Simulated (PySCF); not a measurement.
Compound: butane, C4H10.
Numbering: `[CH3:1][CH2:2][CH2:3][CH3:4]` (hydrogens: H5, H6, H7 on C1; H8, H9 on C2; H10, H11 on C3; H12, H13, H14 on C4)

The same species was optimised twice, with GFN2-xTB and with PBE0-D3(BJ)/def2-SVP (PySCF), and the same property calculations (PySCF, gas phase) were run on both structures.

```tsv
coordinate	GFN2-xTB	PBE0-D3(BJ)/def2-SVP	change
C1–H7 (Å)	1.088	1.102	+0.014
C4–H12 (Å)	1.088	1.102	+0.014
C4–H14 (Å)	1.088	1.102	+0.014
C1–H5 (Å)	1.088	1.102	+0.014
C1–H6 (Å)	1.088	1.101	+0.013
C4–H13 (Å)	1.088	1.101	+0.013
C3–H10 (Å)	1.093	1.105	+0.012
C2–H8 (Å)	1.093	1.105	+0.012
C2–H9 (Å)	1.093	1.105	+0.012
C3–H11 (Å)	1.093	1.105	+0.012
C3–C4 (Å)	1.524	1.520	-0.004
C2–C3 (Å)	1.527	1.523	-0.004
C1–C2 (Å)	1.524	1.520	-0.004
H8–C2–H9 (°)	107.7	105.6	-2.1
H10–C3–H11 (°)	107.6	105.6	-2.0
C2–C3–C4 (°)	112.0	113.5	+1.5
C1–C2–C3 (°)	112.0	113.5	+1.5
C2–C1–H6 (°)	110.6	111.8	+1.2
C3–C4–H13 (°)	110.7	111.8	+1.1
H5–C1–H7 (°)	108.3	107.2	-1.1
H12–C4–H14 (°)	108.3	107.2	-1.1
C1–C2–C3–C4 (°)	180	180	0
```

Rotational constants: A = 23384, B = 3689, C = 3460 MHz (GFN2-xTB) against A = 23487, B = 3635, C = 3416 MHz (PBE0-D3(BJ)/def2-SVP). Point groups within 0.08 Å: C2h and C2h.

On the GFN2-xTB structure: lowest singlet, TDDFT (eV) 8.87 [CAM-B3LYP/def2-SVPD]; isotropic polarisability (au) 51.4 [CAM-B3LYP/def2-SVPD]; HOMO (eV) -10.44 [CAM-B3LYP/def2-SVPD]; LUMO (eV) 1.51 [CAM-B3LYP/def2-SVPD]; HOMO (eV) -9.03 [PBE0/pcSseg-1]; LUMO (eV) 1.62 [PBE0/pcSseg-1]; GIAO shielding of C1/C4 (mean) (ppm) 169.5 [PBE0/pcSseg-1]; GIAO shielding of C2/C3 (mean) (ppm) 156.5 [PBE0/pcSseg-1]; C1s of C1 (eV) 290.39 [delta-SCF UKS SCAN, pcX-2 on the ionised atom, pcseg-1 elsewhere, spin-free X2C]; C1s of C2 (eV) 290.37 [delta-SCF UKS SCAN, pcX-2 on the ionised atom, pcseg-1 elsewhere, spin-free X2C].

What do these properties become on the PBE0-D3(BJ)/def2-SVP structure?

| property | level | on GFN2-xTB | on PBE0-D3(BJ)/def2-SVP | change |
| --- | --- | --- | --- | --- |
| lowest singlet, TDDFT (eV) | CAM-B3LYP/def2-SVPD | 8.87 | 8.75 | -0.12 |
| isotropic polarisability (au) | CAM-B3LYP/def2-SVPD | 51.4 | 52.4 | +1.0 |
| HOMO (eV) | CAM-B3LYP/def2-SVPD | -10.44 | -10.39 | +0.05 |
| LUMO (eV) | CAM-B3LYP/def2-SVPD | 1.51 | 1.50 | -0.01 |
| energy, GFN2-xTB geometry as zero (kcal/mol) | CAM-B3LYP/def2-SVPD | 0.0 | -0.6 | -0.6 |
| HOMO (eV) | PBE0/pcSseg-1 | -9.03 | -8.96 | +0.07 |
| LUMO (eV) | PBE0/pcSseg-1 | 1.62 | 1.60 | -0.02 |
| energy, GFN2-xTB geometry as zero (kcal/mol) | PBE0/pcSseg-1 | 0.0 | -0.5 | -0.5 |
| GIAO shielding of C1/C4 (mean) (ppm) | PBE0/pcSseg-1 | 169.5 | 167.6 | -1.9 |
| GIAO shielding of C2/C3 (mean) (ppm) | PBE0/pcSseg-1 | 156.5 | 155.6 | -0.9 |
| C1s of C1 (eV) | delta-SCF UKS SCAN, pcX-2 on the ionised atom, pcseg-1 elsewhere, spin-free X2C | 290.39 | 290.50 | +0.11 |
| C1s of C2 (eV) | delta-SCF UKS SCAN, pcX-2 on the ionised atom, pcseg-1 elsewhere, spin-free X2C | 290.37 | 290.46 | +0.09 |

The heavy atoms differ by 0.012 Å rms after alignment. Among all bonds C1–H5, C1–H6, C1–H7, C4–H12, C4–H13 and C4–H14 change most and about equally (+0.013 to +0.014 Å). Changes are differences of the printed values. Neither structure is proved a minimum here.

Shape of the structure used: `[CH3:1][CH2:2][CH2:3][CH3:4]`: C1–C2–C3–C4 180°.
